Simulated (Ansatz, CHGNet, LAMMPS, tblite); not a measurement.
**Diamond-structure Si, TO phonon frequency at L**

Reference value: 490 cm⁻¹ (measured, temperature not stated, no zero-point or thermal correction; as tabulated in Yang et al. (2021), arXiv:2106.07201).

Question: What do Tersoff Si.tersoff, GFN1-xTB, CHGNet-r²SCAN, LDA, PBE, r²SCAN, B3LYP (VWN-RPA form), HSE06, LC-ωPBE, r²SCAN0, r²SCANh, Hartree–Fock give, and how far is each from the reference?

Answer: 
| level (code) | value (cm⁻¹) | cell (Å³/atom) | difference (%) |
|---|---|---|---|
| Tersoff Si.tersoff (LAMMPS) | 540 | 20.03 | +10.2 |
| GFN1-xTB (tblite) | 425 | 21.99 | -13.3 |
| CHGNet-r²SCAN | 342 | 20.14 | -30 |
| LDA (Ansatz) | 489 | 19.70 | -0.2 |
| PBE (Ansatz) | 477 | 20.46 | -2.7 |
| r²SCAN (Ansatz) | 492 | 20.17 | +0.4 |
| B3LYP (VWN-RPA form) (Ansatz) | 485 | 20.64 | -1.0 |
| HSE06 (Ansatz) | 501 | 20.12 | +2.2 |
| LC-ωPBE (Ansatz) | 541 | 19.58 | +10.4 |
| r²SCAN0 (Ansatz) | 510 | 19.97 | +4.1 |
| r²SCANh (Ansatz) | 500 | 20.09 | +2.0 |
| Hartree–Fock (Ansatz) | 529 | 20.86 | +8.0 |

Once the reference is moved by up to 3.0 % (a margin picked here for doubts on the reference and the settings, and for temperature and zero-point motion) and values within 1.0 % count as equal, the nearest can be LDA (-0.2 %), r²SCAN (+0.4 %), B3LYP (VWN-RPA form) (-1.0 %), r²SCANh (+2.0 %), HSE06 (+2.2 %), PBE (-2.7 %) or r²SCAN0 (+4.1 %). Farthest off among them: CHGNet-r²SCAN (-30 %).

The measured value isn't corrected to a static lattice, so vibrations enter the comparison.  GFN1-xTB: the method was fitted mainly to molecules. GFN1-xTB: the run uses a supercell at the zone centre in place of a k mesh. Each level is taken at its own relaxed cell. Cutoffs and k meshes differ between the levels. Ansatz's density-functional and Hartree–Fock values are scalar-relativistic unless marked +SOC, with PAW data made under PBE.

Empirical potentials (Tersoff Si.tersoff) are fitted to chosen data: where that held the value shown, agreement is built in, and what lay outside the fit can be far off. Machine-learned potentials (CHGNet-r²SCAN) are trained on DFT data: a solid inside that data is no test of them.

Differences are worked out from the printed values.

Ansatz is an electronic-structure program.
